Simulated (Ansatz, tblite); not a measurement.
# The cluster Cs3+: a ladder of methods and basis sets

Aim: run the singlet of the cluster Cs3+ at one geometry on many levels, and compare frontier levels, spin and run time.

Computed with Ansatz 0.2.0, Gaussian basis. Level: as each input shows.

Plan: GFN1-xTB, GFN2-xTB, PBE/def2-TZVP, r2SCAN/def2-TZVP, LDA/def2-TZVP, ωB97M-V/def2-TZVP, r2SCANh/def2-TZVP, ωB97X-V/def2-TZVP, revPBE/def2-TZVP, PBE/def2-SVP, PBE0/def2-SVP, CCSD(T)/def2-TZVPP, MP2/def2-TZVP, RPA/def2-TZVP.

**1. The structure**

The singlet was relaxed beforehand with PBE0/def2-TZVP. At that level it is the lowest of the isomers that a small search found.

3 atoms, charge 1, spin multiplicity 1.

Bond lengths: Cs1–Cs2 5.256 Å, Cs1–Cs3 5.256 Å, Cs2–Cs3 5.256 Å. Angles: Cs2–Cs1–Cs3 60.0°, Cs1–Cs2–Cs3 60.0°, Cs1–Cs3–Cs2 60.0°.

Cs takes a core potential in the def2 sets. No spin-orbit coupling is included. The ion is computed in the gas phase, without counter-ions or solvent.

PBE0/def2-TZVP was run before; its log isn't repeated, and its numbers join the tables.

**2. GFN1-xTB**

Tight binding, by tblite at 300 K electronic temperature and without a spin-polarisation term:

```python
tblite.interface.Calculator('GFN1-xTB', numbers, positions, charge=1, uhf=0).singlepoint()
```

Energy -17.2410 eV, HOMO -11.95 eV, LUMO -9.24 eV; 0.001 s.

**3. GFN2-xTB**

Tight binding, by tblite at 300 K electronic temperature and without a spin-polarisation term:

```python
tblite.interface.Calculator('GFN2-xTB', numbers, positions, charge=1, uhf=0).singlepoint()
```

Energy -8.1090 eV, HOMO -9.16 eV, LUMO -7.91 eV; 0.003 s.

**4. PBE/def2-TZVP**

start.molden holds the orbitals of an earlier run on this state, given as this run's starting guess.

The input, in.yaml:

```yaml
crystal:
  periodic: [false, false, false]
  atoms:
    - {symbol: Cs, position_ang: [-0.480307, -2.983615, -0.272464]}
    - {symbol: Cs, position_ang: [2.802856, 1.045275, 0.508207]}
    - {symbol: Cs, position_ang: [-2.322549, 1.938340, -0.235733]}
basis:
  gaussian: {orbitals: def2-TZVP, initial_orbitals: start.molden}
total_charge: 1
hamiltonian: {xc: pbe}
scf: {omitted_lower_state_checks: [starts]}
output: {orbitals: {seedname: orbitals}}
```

Started as:

```console
ansatz run in.yaml --threads 2 --pin off --events-out ev --progress --plain --max-ram 4352MiB
```

After this run come: r2SCAN/def2-TZVP; LDA/def2-TZVP; ωB97M-V/def2-TZVP; r2SCANh/def2-TZVP; ωB97X-V/def2-TZVP; revPBE/def2-TZVP; PBE/def2-SVP; PBE0/def2-SVP; CCSD(T)/def2-TZVPP; MP2/def2-TZVP; RPA/def2-TZVP.

Q: Predict the results of all the runs planned. Wanted: gap in def2-TZVP, named functionals, smallest and largest; correlation energy, CCSD(T)/def2-TZVPP; correlation energy, MP2/def2-TZVP; PBE0 total energy, smallest basis above largest.

The runs gave:

```
                                                 quantity                             value
gap in def2-TZVP, named functionals, smallest and largest  0.98 eV (LDA), 3.95 eV (ωB97X-V)
                   correlation energy, CCSD(T)/def2-TZVPP                         -13.19 eV
                        correlation energy, MP2/def2-TZVP                          -8.73 eV
          PBE0 total energy, smallest basis above largest     0.02 eV (def2-SVP, def2-TZVP)
```

In words: Over the named functionals in def2-TZVP the gap runs from 0.98 eV (LDA) to 3.95 eV (ωB97X-V); exact exchange widens it.
